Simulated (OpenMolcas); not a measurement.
# [PH2]− (phosphanide): levels of theory compared

Aim: a comparison of 6 runs (B2PLYP/3-21G, PBE/3-21G, PBE0/3-21G, ACPF/3-21G, CISD/3-21G, CCSD(T)/3-21G) of [PH2]− (phosphanide). 

The calculation is run with OpenMolcas 26.06.

### 1 The system as given

[PH2]− has 3 atoms, charge -1, and is taken as a singlet. SMILES: `[PH2-]`. The shape is that of a GFN2-xTB optimisation.

Bond lengths: P1–H2 1.345 Å, P1–H3 1.345 Å. Angles: H2–P1–H3 91.0°.

### 2 A single-point energy at B2PLYP/3-21G (run 1)

Input file coord.xyz:

```xyz
3

P      0.498920    -0.293580     0.245050
H      0.105590     0.990220     0.165130
H     -0.604500    -0.696650    -0.410180
```

Input file mol.input:

```
&GATEWAY
BasLib=$CurrDir
Coord=coord.xyz
Basis=3-21G
Group=NoSym
&SEWARD
GridInput
Grid=UltraFine
End of Grid
&SCF
Charge=-1
KSDFT=B2PLYP_SCF
Thresholds=1e-10 1e-07 1e-07 1e-05
PrOrbitals=1 1
&MBPT2
Frozen=5
```

The basis set 3-21G is read from a file made from the Basis Set Exchange's data (not shown).

The run is started by

```sh
$ export MOLCAS_MEM=1860
$ pymolcas mol.input > mol.log
```

What it wrote:

```text
--- Start Module: gateway ---
[...]
--- Stop Module: gateway /rc=_RC_ALL_IS_WELL_ ---
[...]
      Basis functions           17
[...]
--- Start Module: scf ---
[...]
       Convergence after  11 Iterations
[...]
::    Total KS-DFT energy                            -340.5742989722
[...]
      Total spin, S                                     0.0000000000
[...]
      Total electronic charge=   18.000000
      Total            charge=   -1.000000
[...]
      Dipole Moment (debye):
      Origin of the operator (angstrom)=    0.4532   -0.2667    0.2226
                   X= -8.1328E-01               Y=  4.7865E-01               Z= -3.9945E-01           Total=  1.0247E+00
      Center of Charge (angstrom)
[...]
--- Stop Module: scf /rc=_RC_ALL_IS_WELL_ ---
[...]
--- Start Module: mbpt2 ---
[...]
 ###    WARNING: MP2 implementation intended for RHF references only         ###
 ###############################################################################
MBPT2 WARNING: Reference function according to RunFile:KS-DFT
I'll assume you know what you're doing and continue
WARNING!
Default frozen orbitals as non valence orbitals is overwritten by user input.
Default values:   5
[...]
       Reference weight ( Cref**2 )         =        0.95901
::    Total MBPT2 energy                             -340.6438258264
[...]
      Total MBPT2 calculations                           0.03      0.03
--- Stop Module: mbpt2 /rc=_RC_ALL_IS_WELL_ ---
[...]
```

Run time: 3.3 s. Hardware: 1 thread of Arm Neoverse V1, shared host; peak memory 0.37 GiB.

### 3 A single-point energy at PBE/3-21G (run 2)

coord.xyz is that of step 2.

Input file mol.input:

```
>>> EXPORT MOLCAS_PRINT=2

&GATEWAY
 BasLib
 $CurrDir
 Coord
 coord.xyz
 Basis
 3-21G
 Group
 NoSym

&SEWARD
 GridInput
 Grid=UltraFine
 End of Grid

&SCF
 Charge
 -1
 KSDFT
 PBE
 Thresholds
 1e-10 1e-07 1e-07 1e-05
 PrOrbitals
 1 1
```

The basis set 3-21G is read from a file made from the Basis Set Exchange's data (not shown).

The run is started by

```sh
$ export MOLCAS_MEM=1860
$ pymolcas mol.input > mol.log
```

What it wrote:

```text
--- Start Module: gateway ---
[...]
--- Stop Module: gateway /rc=_RC_ALL_IS_WELL_ ---
--- Start Module: seward ---
[...]
      Basis functions           17
--- Stop Module: seward /rc=_RC_ALL_IS_WELL_ ---
--- Start Module: scf ---
[...]
       Convergence after  13 Iterations
[...]
::    Total KS-DFT energy                            -340.5856174717
[...]
      Total spin, S                                     0.0000000000
[...]
      Total electronic charge=   18.000000
      Total            charge=   -1.000000
[...]
      Dipole Moment (debye):
      Origin of the operator (angstrom)=    0.4532   -0.2667    0.2226
                   X= -9.9646E-01               Y=  5.8643E-01               Z= -4.8941E-01           Total=  1.2555E+00
      Center of Charge (angstrom)
[...]
--- Stop Module: scf /rc=_RC_ALL_IS_WELL_ ---
[...]
```

Wall time 3.6 s (1 thread of Arm Neoverse V1, shared host); peak memory 0.37 GiB.

### 4 A single-point energy at PBE0/3-21G (run 3)

coord.xyz is that of step 3.

Input file mol.inp:

```
* H2P Kohn-Sham DFT

&GATEWAY
  BasLib
  $CurrDir
  Coord
  coord.xyz
  Basis
  3-21G
  Group
  NoSym

&SEWARD
  GridInput
  Grid=UltraFine
  End of Grid

&SCF
  Charge
  -1
  KSDFT
  PBE0
  Thresholds
  1e-10 1e-07 1e-07 1e-05
  PrOrbitals
  1 1
```

The basis set 3-21G is read from a file made from the Basis Set Exchange's data (not shown).

The run is started by

```sh
$ export MOLCAS_MEM=1860
$ pymolcas mol.inp > mol.log
```

What it wrote:

```text
--- Start Module: gateway ---
[...]
--- Stop Module: gateway /rc=_RC_ALL_IS_WELL_ ---
--- Start Module: seward ---
[...]
      Basis functions           17
--- Stop Module: seward /rc=_RC_ALL_IS_WELL_ ---
--- Start Module: scf ---
[...]
       Convergence after  12 Iterations
[...]
::    Total KS-DFT energy                            -340.6254700795
[...]
      Total spin, S                                     0.0000000000
[...]
      Total electronic charge=   18.000000
      Total            charge=   -1.000000
[...]
      Dipole Moment (debye):
      Origin of the operator (angstrom)=    0.4532   -0.2667    0.2226
                   X= -9.6083E-01               Y=  5.6547E-01               Z= -4.7191E-01           Total=  1.2106E+00
      Center of Charge (angstrom)
[...]
--- Stop Module: scf /rc=_RC_ALL_IS_WELL_ ---
[...]
```

Run time: 3.6 s. Hardware: 1 thread of Arm Neoverse V1, shared host; peak memory 0.37 GiB.

Runs 4 to 5 aren't shown in full; the table further down has their settings and results.

### 5 A single-point energy at CCSD(T)/3-21G (run 6)

coord.xyz is that of step 4.

Input file mol.input:

```
* H2P CCSD(T)
&GATEWAY
BASLIB = $CurrDir
COORD = coord.xyz
BASIS = 3-21G
GROUP = NoSym
&SEWARD
&SCF
CHARGE = -1
THRESHOLDS = 1e-10 1e-07 1e-07 1e-05
PRORBITALS = 1 1
&RASSCF
FILEORB = $Project.ScfOrb
SPIN = 1
NACTEL = 0 0 0
INACTIVE = 9
RAS2 = 0
OUTORBITALS = Canonical
ORBLISTING = Nothing
&MOTRA
JOBIPH
FROZEN = 5
&CCSDT
CCT
TRIPLES = 2
ITERATIONS = 80
ACCURACY = 1e-08
EXTRAPOLATION = 5 4
```

The basis set 3-21G is read from a file made from the Basis Set Exchange's data (not shown).

The run is started by

```sh
$ export MOLCAS_MEM=1860
$ pymolcas mol.input > mol.log
```

What it wrote:

```text
--- Start Module: gateway ---
[...]
--- Stop Module: gateway /rc=_RC_ALL_IS_WELL_ ---
[...]
      Basis functions           17
[...]
       Convergence after  12 Iterations
[...]
::    Total SCF energy                               -340.1008651337
[...]
      Total spin, S                                     0.0000000000
[...]
      Number of active orbitals                  0
[...]
      Spin quantum number                      0.0
[...]
      Active orbitals                            0
[...]
      Number of CSFs                             1
[...]
      Number of root(s) required                 1
[...]
      Convergence after  4 iterations
[...]
      Natural orbitals and occupation numbers for root  1
      ************************************************************************************************************************
      *                                                    Final results                                                     *
      ************************************************************************************************************************
[...]
::    RASSCF root number  1 Total energy:   -340.10086513
[...]
      Total electronic charge=   18.000000
      Total            charge=   -1.000000
[...]
      Dipole Moment (debye):
      Origin of the operator (angstrom)=    0.4532   -0.2667    0.2226
                   X= -7.3406E-01               Y=  4.3204E-01               Z= -3.6054E-01           Total=  9.2493E-01
      Center of Charge (angstrom)
[...]
--- Start Module: motra ---
[...]
      *** WARNING: Default frozen orbitals is overwritten by user input.
      *** Default values:   5
[...]
--- Stop Module: motra /rc=_RC_ALL_IS_WELL_ ---
--- Start Module: ccsdt ---
[...]
      Convergence after                    12  Iterations
      Total energy (diff) :    -340.17236547       0.00000000
[...]
 METHOD                       : CCSD+T(CCSD)+<T3(1)WT1> = CCSD(T)
[...]
       CCSD     =      -340.1723654725836
[...]
--- Stop Module: ccsdt /rc=_RC_ALL_IS_WELL_ ---
[...]
```

Wall time 2.1 s (1 thread of Arm Neoverse V1, shared host); peak memory 0.37 GiB.

### 6 The series

| run | level | frozen core orbitals | integration grid | energy (Eh) | HOMO energy (eV) | LUMO energy (eV) | HOMO–LUMO gap (eV) | wall time |
| --- | --- | --- | --- | --- | --- | --- | --- | --- |
| 1 | B2PLYP/3-21G | 5 | UltraFine | -340.593071 | 1.26 | 10.35 | 9.10 | 3.3 s |
| 2 | PBE/3-21G | – | UltraFine | -340.585617 | 3.27 | 8.14 | 4.88 | 3.6 s |
| 3 | PBE0/3-21G | – | UltraFine | -340.625470 | 2.09 | 9.00 | 6.91 | 3.6 s |
| 4 | ACPF/3-21G | 5 | – | -340.172585 | -0.40 | 12.42 | 12.82 | 1.7 s |
| 5 | CISD/3-21G | 5 | – | -340.170203 | -0.40 | 12.42 | 12.82 | 1.7 s |
| 6 | CCSD(T)/3-21G | 5 | – | -340.172973 | -0.40 | 12.42 | 12.82 | 2.1 s |

### 7 Outcome

| quantity | value |
| --- | --- |
| run 6: total energy | -340.17297 Eh |
| run 6: HOMO energy (Hartree–Fock orbitals) | -0.40 eV |
| run 6: LUMO energy (Hartree–Fock orbitals) | 12.42 eV |
| run 6: HOMO–LUMO gap (to an unbound level, set by the basis) | 12.82 eV |
| run 6: correlation energy (5 core orbitals frozen) | -72.1 mEh |
| run 6: (T) correction | -0.61 mEh |

Over runs 1, 2, 3 the HOMO–LUMO gap runs from 4.88 eV (PBE/3-21G) to 9.10 eV (B2PLYP/3-21G). The empty levels of an anion lie above zero and hang on the basis. A double hybrid's value is that of its SCF part. For B2PLYP the log adds the whole second-order term; the table takes 0.27 of it, as the functional is defined. Totals of different functionals can't be ranked against each other. In runs 1, 2, 3 the HOMO lies above zero, so the outermost electron may be held by the basis alone. All runs together took 16 s, the longest 3.6 s.
